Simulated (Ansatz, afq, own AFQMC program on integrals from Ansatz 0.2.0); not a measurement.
Integrals from Ansatz 0.2.0, then the random walk in our own AFQMC program (afq).

```yaml
crystal:
  periodic: [false, false, false]
  atoms:
    - {symbol: O, position_ang: [0.000000, 0.001105, 0.695061]}
    - {symbol: C, position_ang: [0.000000, 0.009438, -0.660775]}
    - {symbol: H, position_ang: [0.868643, -0.569422, -1.021453]}
    - {symbol: H, position_ang: [0.000000, 1.008845, -1.116196]}
    - {symbol: H, position_ang: [-0.868643, -0.569422, -1.021453]}
basis:
  gaussian: {orbitals: cc-pVDZ}
magnetization: {spin_polarized: true, initial_magnetization: 1}
correlation: {method: ccsd_t, electrons: outside_noble_gas, hamiltonian_folder: ham}
```

```sh
$ ansatz run in.yaml --threads 1 --pin off --events-out ev --progress --plain --max-ram 1382MiB
```

afq runs on the folder ham with

```
--method phaseless --trial hf --walkers 120 --populations 1 --least-time 40 --time-step 0.005 --steps-per-block 20 --equilibration-blocks 112 --max-blocks 600 --target-error 0.00129 --factor-cut 1e-05 --start spin_pure --seed 9666 --taylor-order 6
```

Times are imaginary, in 1/Eh. The walk had a cap of 1976 s.

Log:

```
orbitals 41  electrons 7 6  factors 322 of 386
reference energy -114.42918863 Eh
CCSD correlation -0.31845024 Eh in 12 cycles, weight of the determinant in the CISD state 0.8979
energy of the start -114.429446 Eh
 block  time / (1/Eh)  mean weight  energy / Eh
     1     0.100  1.0008  -114.524084
     2     0.200  1.0047  -114.588282
     3     0.300  1.0012  -114.617430
     4     0.400  1.0060  -114.648210
     5     0.500  1.0045  -114.680231
     8     0.800  1.0026  -114.731215
    18     1.800  0.9995  -114.734824
    69     6.900  1.0018  -114.746900
   103    10.300  0.9993  -114.800416
   120    12.000  0.9975  -114.746142
   171    17.100  0.9995  -114.724791
   222    22.200  1.0003  -114.730973
   273    27.300  0.9988  -114.758296
   324    32.400  0.9986  -114.740288
   375    37.500  0.9999  -114.741158
   426    42.600  0.9975  -114.717554
   477    47.700  0.9988  -114.769445
   528    52.800  0.9987  -114.766340
   579    57.900  1.0010  -114.776145
   630    63.000  0.9989  -114.718114
   681    68.100  0.9989  -114.733670
   698    69.800  1.0006  -114.767392
blocks merged  error / Eh  count
     1  0.000918  600
     2  0.001201  300
     4  0.001519  150
     8  0.001807  75
    16  0.001771  37
    32  0.001466  18
    64  0.001533  9
energy -114.754444 +/- 0.001771 Eh
(rows thinned)
```

The run passed its tests (sampling time, drift between the halves within three errors, error under three times the target), which doesn't prove that it has relaxed.

Against this walk (error 48.2 meV) on the same determinant: CCSD(T) 3.2 meV higher (within the noise), a separate phaseless walk with a CISD trial and standard settings 24.4 ± 49.8 meV lower (within the noise). The error is statistical and leaves out the bias of the constraint. None of these is a sure reference here.

Cautions: constraint bias not in the error; error above the target (48.2 against 35.1 meV).

The walk took 4.2 min on 1 thread of Intel(R) Xeon(R) 6975P-C (Granite Rapids) (shared host). The log's last line is the phaseless energy.

A walk keeps the symmetry of its determinant, which the program's search chose and which needn't be the lowest solution, so a lower state of the same spin and another symmetry isn't excluded.
